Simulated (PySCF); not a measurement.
Simulated outer-valence photoelectron spectrum of `N#CCN=C` (methyleneaminoacetonitrile). Method: EOM-IP-CCSD/aug-cc-pVDZ in PySCF, restricted Hartree–Fock reference, frozen core, non-relativistic, gas phase, PBE0-D3(BJ)/def2-SVP geometry.

Each root has a Gaussian of 0.6 eV full width with its one-hole share as area; cross sections and vibrations are left out, and the highest printed point is 100.

ionisation energy (eV), intensity and a bar:
```
      9.8          1 
     10.0          5 #
     10.2         19 ######
     10.4         40 ############
     10.6         47 ##############
     10.8         29 #########
     11.0         10 ###
     11.2          2 #
     11.4          1 
     11.6          4 #
     11.8         17 #####
     12.0         45 #############
     12.2         73 ######################
     12.4         92 ############################
     12.6        100 ##############################
     12.8         96 #############################
     13.0         82 #########################
     13.2         60 ##################
     13.4         32 ##########
     13.6         10 ###
     13.8          2 #
     14.0          0 
     14.2          0 
     14.4          1 
     14.6          9 ###
     14.8         27 ########
     15.0         46 ##############
     15.2         42 #############
     15.4         21 ######
     15.6          6 ##
     15.8          1 
     16.0          0 
     16.2          0 
     16.4          3 #
     16.6         15 #####
     16.8         51 ###############
     17.0         90 ###########################
     17.2         86 ##########################
     17.4         44 #############
     17.6         12 ####
     17.8          2 #
```

Task: Where are the maxima, and how many lines lie under the curve?

Result: 4 maxima, at 10.6, 12.6, 15.1 and 17.1 eV, from 8 lines. At this width some lines have no maximum of their own.

Task: List the lines with their holes.

Result: 
```csv
E (eV),leading hole (HF orbital),area,Koopmans (eV)
10.55,HOMO,0.95,11.96
12.17,HOMO-1,0.96,12.46
12.52,HOMO-2,0.95,12.72
12.78,HOMO-3,0.95,13.07
13.15,HOMO-4,0.93,15.23
15.07,HOMO-5,0.95,16.30
17.09,HOMO-6,0.94,18.54
17.09,HOMO-7,0.94,18.64
```

The widest gap, 2.02 eV, lies between 15.07 and 17.09 eV. Only orbitals with −ε under 21 eV, eight at most, were ionised, so the high end of the curve may lack lines.

Shape of the structure used: `[CH2:1]=[N:2][CH2:3][C:4]#[N:5]`: C1–N2–C3–C4 124°.

One conformer stands for the species.
